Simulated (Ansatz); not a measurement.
System: rock-salt BaTe. Method: HSE06 (PAW; Ansatz, a quantum-chemistry and plane-wave program).

Numerical settings: plane-wave cutoff 460 eV, 6×6×6 k mesh, Fermi–Dirac smearing 0.01 eV, scalar-relativistic PAW data made under PBE.

A third-order Birch–Murnaghan fit to the energies gives V0 = 43.696 Å³/atom, B0 = 30.2 GPa, B′ = 4.4.

```csv
V (Å³/atom),P (GPa)
41.536,1.709
42.629,(withheld)
43.193,0.358
43.722,-0.019
44.815,-0.724
45.908,(withheld)
```

Problem. Estimate the withheld pressures from this fit; the answers are the runs' own values.

Solution. 
- 42.629, P (GPa): 0.787
- 45.908, P (GPa): -1.340

The formula P = (3/2) B0 (x^(7/3) − x^(5/3)) [1 + (3/4)(B′ − 4)(x^(2/3) − 1)] with x = V0/V meets the computed pressures within 0.01 GPa when these rounded values are put in.

Measured, for comparison: equilibrium volume per atom 43.00 Å³/atom (room temperature, not corrected to a static lattice; as tabulated in Lucero et al. (2012), arXiv:1111.4515). Computed (rounded) less measured: equilibrium volume per atom +1.6 %.

Spin–orbit coupling is not included.

Computed values are for the static lattice.
